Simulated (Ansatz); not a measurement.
Input file for C$_{2}$H$_{4}$F$_{2}$N$_{2}$ (`C=NC(N)(F)F`):

```yaml
crystal:
  periodic: [false, false, false]
  atoms:
    - {symbol: C, position_ang: [-0.341352, -1.753238, -0.024031]}
    - {symbol: N, position_ang: [-0.325403, -0.659214, 0.596462]}
    - {symbol: C, position_ang: [-0.144019, 0.546013, -0.145244]}
    - {symbol: N, position_ang: [0.950960, 1.246748, 0.364100]}
    - {symbol: F, position_ang: [0.038852, 0.373278, -1.484766]}
    - {symbol: F, position_ang: [-1.330541, 1.233235, -0.063065]}
    - {symbol: H, position_ang: [-0.214083, -1.837380, -1.105404]}
    - {symbol: H, position_ang: [-0.488192, -2.667429, 0.548202]}
    - {symbol: H, position_ang: [0.901717, 1.303808, 1.370741]}
    - {symbol: H, position_ang: [1.035163, 2.163080, -0.054196]}
basis:
  gaussian: {orbitals: def2-TZVPP}
correlation: {method: ccsd_t}
```

```sh
$ ansatz run in.yaml --threads 4 --pin off --events-out ev --progress --plain --max-ram 10444MiB
```

Output of Ansatz, abridged:

```
Functional definition: HF
1514 factors; integrals over basis functions are off by at most 1.1e-3 eV
mean field evaluation 1: about -10498.8071 eV, gradient 4.7e1 eV
mean field evaluation 2: about -10499.0940 eV, gradient 4.7e1 eV
mean field evaluation 4: about -10503.4159 eV, gradient 3.9e0 eV
mean field evaluation 8: about -10503.4749 eV, gradient 3.1e-1 eV
mean field -10503.47539581 eV, -385.9956012847 hartree, gradient 7.6e-6 eV, S^2 0.000000; 0 other end points of the search recorded, 0 dependent functions left out
6 core orbitals not correlated: weight in the atoms' cores, before any rotation towards them, 1.000 or more for the frozen orbitals, at most 0.000 for the correlated occupied ones
reference -10503.47539581 eV, -385.9956012847 hartree; 18, 18 occupied and 218, 218 virtual orbitals, 1514 factors
second order -33.30272359 eV of doubles, -0.00000000 eV of singles
cycle   1  -32.98346267 eV  change    3.2e-1 eV  update   1.2e-1
cycle   2  -33.72204436 eV  change   -7.4e-1 eV  update   3.4e-2
cycle   3  -33.89064269 eV  change   -1.7e-1 eV  update   1.7e-2
cycle   4  -33.87219223 eV  change    1.8e-2 eV  update   4.3e-3
cycle   5  -33.86987421 eV  change    2.3e-3 eV  update   2.1e-3
cycle   6  -33.87193643 eV  change   -2.1e-3 eV  update   6.8e-4
cycle   7  -33.87179928 eV  change    1.4e-4 eV  update   2.8e-4
cycle   8  -33.87154581 eV  change    2.5e-4 eV  update   9.3e-5
cycle   9  -33.87156681 eV  change   -2.1e-5 eV  update   4.0e-5
perturbative correction -1.30067423 eV, -0.0477988964 hartree
Total energy: -10538.64763686 eV, -387.2881573026 hartree
```

Hardware: 4 threads of an Arm Neoverse V1 on a shared host. Wall time 3.1 min, peak host memory 5.4 GiB.

MP2 recovers 94.7 % of the CCSD(T) correlation energy and the triples give 3.7 %; T1 = 0.0123.
